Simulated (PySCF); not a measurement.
# How the method moves the HOMO and LUMO of `CC(C)(C)CO`

C5H12O.
SMILES with atom numbers: `[CH3:1][C:2]([CH3:3])([CH3:4])[CH2:5][OH:6]` (hydrogens: H7, H8, H9 on C1; H10, H11, H12 on C3; H13, H14, H15 on C4; H16, H17 on C5; H18 on O6)

Geometry (PBE0-D3(BJ)/def2-SVP, Å), atoms numbered from 1 in this order:
```
atom  x, y, z in Å
C1    -0.6671   -0.9485   -1.1890
C2    -0.1588   -0.1062   -0.0196
C3     0.0668   -0.9941    1.2054
C4    -1.1717    0.9905    0.3134
C5     1.1671    0.5355   -0.4310
O6     1.6654    1.3129    0.6261
H7    -1.6292   -1.4209   -0.9361
H8    -0.8273   -0.3325   -2.0889
H9     0.0427   -1.7509   -1.4466
H10    0.4837   -0.4079    2.0365
H11    0.7722   -1.8099    0.9782
H12   -0.8795   -1.4494    1.5387
H13   -2.1277    0.5535    0.6438
H14   -0.7905    1.6389    1.1151
H15   -1.3747    1.6214   -0.5674
H16    1.8781   -0.2695   -0.7122
H17    0.9957    1.1494   -1.3396
H18    2.4985    1.7047    0.3510
```

Basis pcSseg-1 throughout (PySCF), one geometry. Isolated species at its PBE0-D3(BJ)/def2-SVP geometry (one conformer only).

Task: How do the orbital energies, the gap and the dipole change with the method?

Result: 
| method | kind | HOMO (eV) | LUMO (eV) | gap (eV) | μ (D) | SCF cycles |
| --- | --- | --- | --- | --- | --- | --- |
| BLYP | GGA | -5.94 | 0.36 | 6.30 | 1.44 | 15 |
| OPBE | GGA | -5.97 | 0.64 | 6.61 | 1.41 | 15 |
| PBE | GGA | -6.02 | 0.40 | 6.42 | 1.44 | 14 |
| LDA | LDA | -6.14 | 0.22 | 6.36 | 1.50 | 13 |
| BP86 | GGA | -6.15 | 0.48 | 6.63 | 1.45 | 14 |
| B97-2 | global hybrid | -7.45 | 1.29 | 8.75 | 1.49 | 12 |
| CAM-B3LYP | range-separated hybrid | -9.21 | 2.10 | 11.31 | 1.54 | 12 |
| BHandHLYP | global hybrid | -9.36 | 1.96 | 11.32 | 1.56 | 12 |
| wB97X-D | range-separated hybrid | -9.70 | 3.10 | 12.80 | 1.53 | 13 |
| LC-wPBE | range-separated hybrid | -10.56 | 3.48 | 14.05 | 1.57 | 12 |
| HF | Hartree–Fock | -11.84 | 4.18 | 16.02 | 1.64 | 10 |

The HOMO spans 5.90 eV, from BLYP down to HF, and the gap runs from 6.30 eV (BLYP) to 16.02 eV (HF). Over the methods BLYP (0 %), OPBE (0 %), PBE (0 %), LDA (0 %), BP86 (0 %), B97-2 (21 %), BHandHLYP (50 %), HF (100 %), a straight line through the gap against the share of exact exchange rises by 0.96 eV for each 10 % (correlation coefficient 0.999). The dipole ranges from 1.41 D (OPBE) to 1.64 D (HF). This basis has no diffuse functions.

The vertical ΔSCF ionisation energy at B3LYP/def2-SVPD is 10.18 eV; −ε(HOMO) comes closest to it with LC-wPBE (10.56 eV).
